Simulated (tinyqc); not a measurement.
Worked calculation: Pariser-Parr-Pople SCF with singles CI, for the molecule Fc1[cH+]c1Cl (SMILES; centres numbered as the heavy atoms are written). One step of it, computed by the program tinyqc.

Task: Singles CI, singlets. Over the 6 single excitations with the smallest orbital gaps: A = (e_a - e_i) delta + 2 (ia|jb) - (ij|ab), with (pq|rs) = sum c_mp c_mq gamma_mn c_nr c_ns. f = 2/3 w |mu|^2 in atomic units, mu = sqrt2 sum c_ia sum_m c_mi c_ma R_m.

orbital energies (eV): -25.158559  -21.849518  -18.840928  -6.976916  -6.871661

coefficients:
```
          MO1        MO2        MO3        MO4        MO5
1F   0.883917  -0.405759   0.155743   0.043033  -0.167161
2C   0.371196   0.349607  -0.304022  -0.197000   0.780225
3C   0.188633   0.454074  -0.354616   0.758229  -0.239940
4C   0.201844   0.563795  -0.082097  -0.594175  -0.530670
5Cl  0.067687   0.434842   0.866500   0.177156   0.155322
```

repulsion gamma_rs (eV), lower triangle:
```
            1F         2C         3C         4C        5Cl
1F   21.400000
2C    8.694819  11.130000
3C    5.060997   7.554960  11.130000
4C    5.060667   7.553862   7.554960  11.130000
5Cl   3.678474   4.871589   4.871883   7.828438  13.000000
```

Centres (angstrom, eV; a flat drawing with bonds scaled to 1.40 angstrom):
```
centre          x          y  core charge z          W   gamma_rr
1F       1.912000  -0.662000              2  39.000000  21.400000
2C       0.700000   0.038000              1  11.160000  11.130000
3C       0.000000   1.250000              1  11.160000  11.130000
4C      -0.700000   0.038000              1  11.160000  11.130000
5Cl     -1.912000  -0.662000              2  26.000000  13.000000
```

Give: singlet CI matrix; singlet excitation energies; oscillator strengths.

Result:

singlet CI matrix (eV), lower triangle:
```
         3>4      3>5      2>4      2>5      1>4      1>5
3>4   6.3169
3>5  -0.4799   6.4906
2>4  -0.1012  -0.3633   8.6834
2>5  -0.3293   0.0655  -0.1922   8.7254
1>4   0.1902  -0.0298  -0.5385  -0.1828  12.6423
1>5  -0.1014   0.0300  -0.2243  -0.0595   0.4431  11.1709
```

singlet excitation energies (eV): 5.8610  6.8291  8.4855  8.9411  11.0553  12.8575

oscillator strengths: 0.3387  0.2400  0.2310  0.3187  0.0036  0.0226
